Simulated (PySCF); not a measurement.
Gas-phase reaction: SiHCl + SiHCl₃ ⇌ 2 SiCl₂ + H₂

Computed with PySCF and rigid-rotor harmonic-oscillator thermochemistry at 1 bar. † marks an energy on the PBE0/def2-TZVP geometry and frequencies; other levels use their own. MP2 and CCSD(T) freeze the core. All species are closed-shell singlets. SiHCl: computed as isolated molecules; such fragments, hydroxides, amides, oligomers or adducts are transient or little studied in the gas. MP2 isn't extrapolated to the basis-set limit; its ΔH°(298 K) is 118.3 kJ in def2-SVP and 112.3 kJ in def2-TZVPP. CCSD(T) isn't extrapolated to the basis-set limit; its ΔH°(298 K) is 105.8 kJ in def2-SVP and 104.7 kJ in def2-TZVPP. The harmonic model lacks anharmonicity and excited electronic states, which grow with temperature; levels with a mode under 35 cm⁻¹ are left out.

| level | ΔE electronic, kJ | ΔH°(298 K), kJ | ΔS°(298 K), J/K | ΔG°(2500 K), kJ |
|---|---|---|---|---|
| BLYP/def2-TZVP† | 63 | 53 | 128 | -266 |
| CCSD(T)/def2-TZVPP† | 114 | 105 | 128 | -215 |
| M06-2X/def2-TZVP† | 100 | 91 | 128 | -229 |
| MP2/def2-SVP† | 127 | 118 | 128 | -201 |
| MP2/def2-TZVPP† | 122 | 112 | 128 | -207 |
| PBE/def2-SVP | 88 | 80 | 129 | -238 |
| PBE/def2-TZVP† | 85 | 76 | 128 | -244 |
| PBE0/def2-SVP† | 115 | 105 | 128 | -214 |
| r2SCAN/def2-TZVP† | 114 | 105 | 128 | -215 |
ΔH° is lowest at BLYP/def2-TZVP† and highest at MP2/def2-SVP†. No reference value is set beside these.
